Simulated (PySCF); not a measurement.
One ligand Y is varied and pulled off as a radical: Ta(F)4–Y. All species are isolated molecules in the gas phase. One relaxed conformer stands for each flexible species; it need not be the lowest. Multiplicities are imposed; where one is given, others were not computed. Strings in code marks are SMILES.

All values below come from B3LYP-D3(BJ)/def2-TZVP // PBE-D3(BJ)/def2-SVP in PySCF. All candidates: neutral, multiplicity 2. B3LYP has the VWN-RPA correlation part, as in Gaussian. 

| Quantity | Value |
|---|---|
| dipole moment | 1.96 D |
| highest occupied spin orbital | -8.57 eV |

Question: Identify which member has these values.
A) `[OH]`
B) `[SH]`
C) `[NH2]`
D) `[CH3]`

Answer: C, `[NH2]`. The others give `[CH3]`: 0.00 D, -6.45 eV; `[OH]`: 1.78 D, -8.82 eV; `[SH]`: 0.86 D, -7.17 eV
